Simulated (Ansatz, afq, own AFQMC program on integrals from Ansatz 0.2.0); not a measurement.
# Where AFQMC and coupled cluster stand for NH, triplet

```yaml
atoms:
  - { symbol: N, position_ang: [0.0000, 0.0000, 0.0000] }
  - { symbol: H, position_ang: [0.0000, 0.0000, 1.6470] }
```

Basis cc-pVDZ. Noble-gas cores (and the filled d shells of Ga–Kr and In–Xe) are frozen. AFQMC by an in-house program on the Cholesky factors that Ansatz 0.2.0 writes for its CCSD(T) run. ph-AFQMC/CISD is guided by a CISD state made of CCSD amplitudes; releasing the constraint for a short imaginary time cuts its bias at the price of noise, slowly where states lie close. Error bars are statistical, one sigma.

Determinant: ROHF, the one that the program's search chose, which needn't be the lowest solution. The geometry is a point of a scan.

Full CI on the same integrals is exact in this basis and with this determinant's frozen core.

Cautions: lower spins were not checked; a spin-contaminated unrestricted determinant lies lower (UHF 1.17 eV lower, ⟨S²⟩ 2.62); strong correlation (T1 0.054, weight of the determinant 0.87, largest double 0.22); the released energies are still falling, so no released level is given (meV from the phaseless value at times in 1/Eh: -3 ± 4 at 0.24, -2.0 ± 1.9 at 0.51, -4.4 ± 1.6 at 0.99, -9.9 ± 2.2 at 1.62, -12.4 ± 2.2 at 2.40).

```
T1 diagnostic                               : 0.0542
weight of the determinant in the CISD state : 0.867
size of the correlated space                : 6 electrons in 18 orbitals
```

Reference: full CI, correlation energy -4.543 eV.

```csv
level,E − E(reference) (meV),share of correlation (%)
HF,4543.2,0.00
MP2,1120.4,75.34
CCSD,161.4,96.45
CCSD(T),39.6,99.13
CCSDT,9.4,99.79
CCSDT(Q),0.9,99.98
CCSDTQ,0.3,99.99
ph-AFQMC/HF,256.6 ± 35.6,94.35
ph-AFQMC/CISD,17.9 ± 2.5,99.61
```

CCSDT and higher add their correlation energy to the determinant of the CCSD(T) run, since their own runs factorise the integrals more tightly (a shift of under 2 meV). A walk keeps the symmetry of its determinant, which the program's search chose and which needn't be the lowest solution, so a lower state of the same spin and another symmetry isn't excluded.
